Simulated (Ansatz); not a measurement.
System: antifluorite Mg2Ge. Method: LDA (plane waves, PAW; Ansatz, a quantum-chemistry and plane-wave program).

Run with plane-wave cutoff 520 eV, 20×20×20 k mesh, scalar-relativistic PAW data made under PBE.

Computed at the level's own relaxed cell.

Elastic tensor (GPa, Voigt notation, ions relaxed):

```
  119.8    24.4    24.4     0.0     0.0     0.0
   24.4   119.8    24.4     0.0     0.0     0.0
   24.4    24.4   119.8     0.0     0.0     0.0
    0.0     0.0     0.0    47.4     0.0     0.0
    0.0     0.0     0.0     0.0    47.4     0.0
    0.0     0.0     0.0     0.0     0.0    47.4
```

Worked from these constants: the tetragonal shear constant is C′ = (C11 − C12)/2 = 47.7 GPa against C44 = 47.4 GPa, so the C44 shear is the softer. The Zener ratio C44/C′ is 0.99 (1 for an isotropic solid), and the Cauchy pressure C12 − C44 is -23.0 GPa. With C11 + 2C12 = 168.6 GPa all three Born conditions hold; they don't test modes at the zone boundary.

The computed numbers hold no vibrational or temperature effects.
